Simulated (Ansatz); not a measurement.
# Rutile MnO2

Level of theory: BLYP (plane waves, PAW; Ansatz, an electronic-structure program).

Run with plane-wave cutoff 520 eV, 8×8×12 k mesh (along the axes of the cell as run), Fermi–Dirac smearing 0.01 eV, spin-polarised with opposed moments, scalar-relativistic PAW data made under PBE.

Cell (measured lattice):

```
MnO2
1.0
    4.39830     0.00000     0.00000
    0.00000     4.39830     0.00000
    0.00000     0.00000     2.87300
Mn O
2 4
Direct
  0.00000   0.00000   0.00000
  0.50000   0.50000   0.50000
  0.30465   0.30465   0.00000
  0.80465   0.19535   0.50000
  0.19535   0.80465   0.50000
  0.69535   0.69535   0.00000
```
Starting moments (μB, in the order of the record's atoms Mn Mn O O O O): 3.0 -3.0 0.0 0.0 0.0 0.0.

```
Quantity                                                 Value
-----------------------------------------------  -------------
band gap                                         zero (no gap)
magnetic moment (largest site, within a sphere)        2.20 μB
```

Note: the gap of the solid is closed in this run; the collinear magnetic order is the start's and need not be the measured one; this level leaves the solid without a gap, although one is measured; cell and atoms aren't relaxed at this level (largest force component 0.10 eV/Å, pressure 9.7 GPa).

Moments are spin moments.

Computing time: roughly 2.8 core-minutes.
